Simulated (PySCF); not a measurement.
Shapes and spin states of [Mg2Cl]+

Method: PySCF, PBE0, basis Cl def2-TZVP, Mg def2-TZVP (no relativity, density fitting).

Relaxations began from a few typed shapes and spin states; open shells are unrestricted. The search is not exhaustive: other isomers or separated fragments can lie lower, and high-lying points may rest on an excited occupation.

Order these stationary points by electronic energy, lowest first, in kJ/mol from the lowest minimum.
A. triplet D∞h: Cl–Mg 2.391 Å (×2); Mg–Cl–Mg 180.0°
B. singlet C2v: Cl–Mg 2.391 Å (×2), Mg–Mg 2.700 Å; Cl–Mg–Mg 55.6° (×2), Mg–Cl–Mg 68.8°
C. triplet C2v: Cl–Mg 2.393 Å (×2); Mg–Cl–Mg 146.9°

C (0.0), A (1.0), B (3.1).

Which of them are minima?

By energy in kJ/mol, 0.0: minimum; 1.0: saddle point, 2 imaginary modes; 3.1: minimum.
